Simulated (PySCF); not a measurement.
SMILES C=C=C=CN, C4H5N

Molfile (atoms numbered from 1):
```
C4H5N
     RDKit          3D

 10  9  0  0  0  0  0  0  0  0999 V2000
    2.5983   -0.3137    0.2657 C   0  0  0  0  0  0  0  0  0  0  0  0
    1.3280    0.0243    0.2992 C   0  0  0  0  0  0  0  0  0  0  0  0
    0.1099    0.3441    0.3347 C   0  0  0  0  0  0  0  0  0  0  0  0
   -1.1606    0.7105    0.3581 C   0  0  0  0  0  0  0  0  0  0  0  0
   -2.2432   -0.1314    0.3174 N   0  0  0  0  0  0  0  0  0  0  0  0
    2.9019   -1.3544    0.2687 H   0  0  0  0  0  0  0  0  0  0  0  0
    3.3777    0.4392    0.2331 H   0  0  0  0  0  0  0  0  0  0  0  0
   -1.4129    1.7681    0.3600 H   0  0  0  0  0  0  0  0  0  0  0  0
   -2.0676   -1.1047    0.5038 H   0  0  0  0  0  0  0  0  0  0  0  0
   -3.1064    0.2189    0.6949 H   0  0  0  0  0  0  0  0  0  0  0  0
  1  2  2  0
  2  3  2  0
  3  4  2  0
  4  5  1  0
  1  6  1  0
  1  7  1  0
  4  8  1  0
  5  9  1  0
  5 10  1  0
M  END
```

Theory: quadratic response CAM-B3LYP/def2-TZVPD first hyperpolarisability, Taylor convention, gas phase (PySCF 2.14.0). Geometry: PBE0-D3(BJ)/def2-TZVP.

**Question.** Give the tensor of the second harmonic β(−2ω;ω,ω) at 1064 nm in the axes of these coordinates.

**Answer.** In au, Taylor convention; rows are the first index (the induced dipole):
```tsv
	xx	yy	zz	xy	xz	yz
x	-455.6	-5.6	-57.5	-61.1	-16.4	-0.4
y	-44.0	+24.6	+12.7	-1.6	0.0	-2.2
z	-14.6	-2.2	-2.6	-0.2	-49.5	+12.6
```
Norm of βᵢ = ⅓ Σⱼ (βᵢⱼⱼ + βⱼᵢⱼ + βⱼⱼᵢ): 511.4 au, hyper-Rayleigh value 204.5 au.
